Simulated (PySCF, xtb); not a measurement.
C₂F₄, SMILES FC(F)=C(F)F.

GFN2-xTB (xtb 6.7.1) at its own geometry gives an orbital gap of 4.98 eV and a dipole moment of 0.00 D.

Coordinates come from a B3LYP-D3(BJ)/def2-SVP optimisation.

What does PBE/def2-TZVP run with PySCF give? (An estimate is asked for; the answer gives what the named calculation found.)

gap 5.75 eV (levels -6.06 and -0.31 eV), dipole 0.00 D.
